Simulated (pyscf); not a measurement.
`[O]1[SiH2][SiH2]1` + `[H]` [doublet] → `[SiH2][O][SiH3]` [doublet], a ring opening by addition (doublet surface; Si–Si broken, H–Si formed). PySCF, gas phase, ωB97X-D3(BJ)/def2-SVP geometries. MP2 and CC: frozen core, UHF for open shells. ΔMP2 is the change of the MP2 total energy from the triple- to the quadruple-zeta basis. Energies in eV from the separated reactants.

Small-basis levels: PySCF, no dispersion term, spherical d functions. AM1 to PM7: differences of heats of formation from MOPAC, which are fitted to 298 K values and so differ in kind from electronic energies by zero-point and thermal terms. Open shells are spin-unrestricted. 

| level | barrier | reaction energy |
|---|---|---|
| HF/3-21G | 0.25 | -3.68 |
| HF/6-31G* | 0.29 | -3.11 |
| MP2/6-31G* | 0.25 | -2.56 |
| PBE/6-31G* | -0.10 | -2.60 |
| B3LYP/STO-3G | -0.10 | -3.67 |
| B3LYP/6-31G* | -0.04 | -2.95 |
| B3LYP/def2-SVP | -0.04 | -3.02 |
| PM6 | -0.13 | -2.53 |
| PM7 | 0.22 | -2.84 |
| CCSD(T)/def2-TZVPP + ΔMP2(QZVPP) | 0.05 | -2.89 |

Against the last row the barrier runs from -0.18 (PM6) to +0.24 eV (HF/6-31G*); B3LYP/def2-SVP happens to lie closest here (0.09 eV apart). At PBE/6-31G*, B3LYP/STO-3G, B3LYP/6-31G*, B3LYP/def2-SVP, PM6 this geometry lies under one side, so the entry may be no barrier of that level: it is a single point on another level's saddle. CCSD(T)/def2-TZVPP + ΔMP2(QZVPP) has limits of its own. cyclic H₄OSi₂ (SMILES O1[SiH2][SiH2]1) lies 0.32 eV over its isomer :HSi–O–SiH₃ [singlet] (electronic energy, ωB97M-D3(BJ)/def2-TZVP). This is the saddle that the search found; another between the same sides may lie lower. The CCSD(T) − MP2 part came from Ansatz, without density fitting, on the same reference.
